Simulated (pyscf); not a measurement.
cyclic H₅FO₃Si₃ (SMILES F[SiH]1O[SiH2]O[SiH2]O1) + •H₂C–F → cyclic H₅O₃Si₃ (SMILES O1[SiH]O[SiH2]O[SiH2]1) [doublet] + F–CH₂–F (atom transfer; doublet surface; F–Si broken, C–F formed). Optimised with ωB97X-D3(BJ)/def2-SVP in PySCF. Energies in kJ/mol from the separated reactants.

```
level                   barrier  reaction energy
----------------------  -------  ---------------
ωB97X-D3(BJ)/def2-TZVP        ?           +173.3
PBE/def2-TZVP             221.6           +149.5
r²SCAN/def2-TZVP          248.4           +174.9
B3LYP-D3(BJ)/def2-TZVP    255.9           +171.7
ωB97M-D3(BJ)/def2-TZVP        ?                ?
HF/def2-TZVP              417.2           +197.2
```

Question: What belongs in the gaps?

Answer: 
- ωB97X-D3(BJ)/def2-TZVP, barrier: 288.2
- ωB97M-D3(BJ)/def2-TZVP, barrier: 281.6
- ωB97M-D3(BJ)/def2-TZVP, reaction energy: +178.6

The functionals in the table span 66.6 kJ/mol in this barrier, from PBE to ωB97X-D3(BJ). On the reactant side the descent ends in a complex (not fully relaxed), 17.9 kJ/mol under the separated species and 306.1 kJ/mol under the saddle at ωB97X-D3(BJ)/def2-TZVP. This is the saddle that the search found; another between the same sides may lie lower. The angle at the transferred F is 154°.
